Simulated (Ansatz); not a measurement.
**AlNH2, triplet: from triple and quadruple zeta to the limit**

```xyz
4

Al    0.0000   -0.0849    0.6205
N     0.0000    0.0356   -1.1435
H     0.0000    1.3500    1.3538
H     0.0000    0.4271   -2.0731
```

Connectivity, by distances: AlH–NH.

Ansatz 0.2.0, UHF determinant, valence electrons correlated. Energies in eV.

```tsv
set	X	functions	Hartree–Fock	MP2 correlation	CCSD(T) correlation	time
def2-TZVPP	3	101	-8095.3045	-6.2045	-7.1269	10 s on 1 × NVIDIA H100 80GB HBM3 with 1 thread of AMD EPYC 7R13 Processor (Zen 3), on a shared host
def2-QZVPP	4	187	-8095.5815	-6.6989	-7.5714	19 s on 1 × NVIDIA H100 80GB HBM3 with 1 thread of AMD EPYC 7R13 Processor (Zen 3), with other jobs on the host
```

Hartree–Fock is taken to follow E(X) = E∞ + A·exp(−7.88·√X), correlation E(X) = E∞ + B·X^−2.97.

Cautions: another spin lies lower.

**Question.** Work out the CCSD(T) energy at the limit, and how far the shortcut misses it that extrapolates MP2 and adds CCSD(T) minus MP2 from the smaller set.

**Answer.** Hartree–Fock: E∞ = E4 + 0.1377·(E4 − E3) = -8095.6196. Correlation: E∞ = E4 + 0.7407·(E4 − E3) = -7.9007 for CCSD(T) and -7.0652 for MP2. The limit is -8103.5203 eV, 0.367 eV below def2-QZVPP. The shortcut gives a correlation energy of -7.0652 + (-0.9224) = -7.9875, 87 meV lower than the direct value.

Past Ne part of the Hartree–Fock step between the two sets comes from the cores, which don't follow the formula, so the 38 meV that it adds to the total can overshoot; that part largely cancels in differences.
